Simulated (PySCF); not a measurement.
One ligand Y is varied and pulled off as a radical: Ti(OCH3)3–Y. Gas-phase values, no solvent. One relaxed conformer stands for each flexible species; it need not be the lowest. Multiplicities are imposed; where one is given, others were not computed. Strings in code marks are SMILES.

Level of theory: PySCF with TPSSh-D3(BJ)/def2-TZVP // TPSS-D3(BJ)/def2-SVP. All candidates: neutral, multiplicity 2. 

The highest occupied spin orbital comes out as -6.41 eV and the dipole moment is 1.71 D.

**Question.** Identify which member has these values.
A) `C[N]C`
B) `[SH]`
C) `[OH]`
D) `[CH3]`

**Answer.** A, `C[N]C`. The others give `[OH]`: -8.07 eV, 1.75 D; `[SH]`: -6.75 eV, 0.88 D; `[CH3]`: -6.06 eV, 0.00 D
